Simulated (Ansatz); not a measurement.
Results of BLYP (PAW; Ansatz, a program for electronic structure) for hcp Re.

Run with plane-wave cutoff 520 eV, 24×24×12 k mesh (along the axes of the cell as run), Fermi–Dirac smearing 0.05 eV, no spin polarisation, scalar-relativistic PAW data made under PBE.

Shape and atoms are relaxed at each volume.

Pressure at four volumes; x = ln(V/15.526 Å³). One pressure is withheld.

```csv
V (Å³/atom),x,P (GPa)
14.905,-0.0408,?
15.215,-0.0202,6.87
15.526,0.0000,0.01
16.147,0.0392,-11.60
```

**Question.** Pass a parabola P(x) through the three rows shown, estimate the bulk modulus and its pressure derivative near zero pressure, and predict the withheld pressure.

**Answer.** Slopes between the rows: (0.01 − (6.87))/(0.0000 − (-0.0202)) = -339.60 and (-11.60 − (0.01))/(0.0392 − (0.0000)) = -296.17 GPa. Their difference over the span 0.0594 is c = 43.43/0.0594 = 731.1 GPa, so P(x) = 6.87 + (-339.60)(x − (-0.0202)) + 731.1 (x − (-0.0202))(x − (0.0000)). At the middle row B = −dP/dx = −[-339.60 + 731.1 × 0.0202] = 324.8 GPa, and B′ = dB/dP = 2c/B = 4.5. At x = -0.0408 the parabola gives 14.48 GPa; the run gives 14.53 GPa. The Birch–Murnaghan fit to the energies at all volumes has B0 = 324 GPa and B′ = 4.6.

Measured, for comparison: bulk modulus 369 GPa (zero-point energy and finite temperature contributions removed, our sources range from 369 to 381; as tabulated in doi:10.1021/acs.jctc.3c00612). Computed (rounded) less measured: bulk modulus -12 % (-12 % to -15 % over the range).

Note: the bulk modulus comes from volumes at which shape and atoms were relaxed.

Spin–orbit coupling is not included.
